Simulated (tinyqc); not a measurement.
Starting guesses with plain Roothaan steps: SCF starting guesses in the sto-3g basis, for LiH, spin multiplicity 1. Computed by the program tinyqc with PySCF. 

Geometry (angstrom):
```
atom,x,y,z
Li,0.0000,0.0000,0.0000
H,0.0000,0.0000,1.4310
```

lowest restricted solution found by these runs and by PySCF = -7.861953 hartree

RHF with one setting changed at a time; a run stops when the energy changes by less than 1e-09 hartree and the error matrix is below 1e-5. Starts: the lowest orbitals of the core Hamiltonian, of the Wolfsberg-Helmholz matrix (K = 1.75), projected atomic densities, random orbitals, and the highest orbitals of the core Hamiltonian (a deliberately bad start).

Largest element of the error matrix X^T (FDS - SDF) X:
```
iteration,core,Wolfsberg-Helmholz,atomic densities,random,highest core orbitals
1,2.0e-01,9.5e-02,2.3e-01,2.0e+00,1.1e-01
2,2.5e-02,2.5e-02,7.4e-02,1.9e-01,2.2e-01
3,4.7e-03,1.3e-02,1.7e-02,3.1e-02,3.0e-02
4,2.4e-03,7.1e-03,6.7e-03,1.1e-02,1.4e-02
5,1.3e-03,3.8e-03,3.5e-03,5.0e-03,7.3e-03
6,6.7e-04,2.0e-03,1.8e-03,2.3e-03,3.8e-03
8,1.9e-04,5.8e-04,5.1e-04,4.5e-04,1.1e-03
10,5.3e-05,1.6e-04,1.4e-04,9.2e-05,3.0e-04
14,-,1.3e-05,1.1e-05,7.3e-06,2.3e-05
```

How each run ends:
```
run,iterations,E (hartree),state
core,13,-7.861953,lowest found
Wolfsberg-Helmholz,15,-7.861953,lowest found
atomic densities,15,-7.861953,lowest found
random,14,-7.861953,lowest found
highest core orbitals,16,-7.861953,lowest found
```

5 of 5 runs reach the lowest restricted solution found, in 13 to 16 iterations (fastest: core). The first errors are 2e-01, 1e-01, 2e-01, 2e+00, 1e-01.
